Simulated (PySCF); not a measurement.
How far each method lies from RCCSDT(Q) for NaCl, singlet

Geometry: MP2(full)/6-31G*, from the G2/97 set.

```xyz
2

Na    0.0000    0.0000    0.0000
Cl    0.0000    0.0000    2.3910
```

Basis cc-pVTZ; PySCF 2.14.0. Only valence electrons are correlated (noble-gas cores frozen), which leaves 8 electrons in 58 orbitals. R marks a restricted (for open shells ROHF) determinant. The metal's outer-core shells are frozen, which leaves out core–valence correlation.

Full CI isn't at hand for all of this; RCCSDT(Q) serves as the reference, and is uncertain by about the last step of the cluster series.

The UHF ⟨S²⟩ is 0.000, the T1 diagnostic (RCCSD) is 0.0063 and the largest doubles amplitude (RCCSD) is 0.032.

Question: From what is known of these methods and the diagnostics, rank them by the size of their error in total energy against RCCSDT(Q) in cc-pVTZ, smallest first (an estimate: the text doesn't fix the numbers).
A. RCCSD
B. RMP2
C. RHF
D. RCCSD(T)
E. RCCSDT

Answer: E (9 meV), D (20 meV), A (241 meV), B (674 meV), C (6140 meV).

All errors are against RCCSDT(Q) in cc-pVTZ. Within each family the higher level lies nearer, as is usual though not guaranteed.
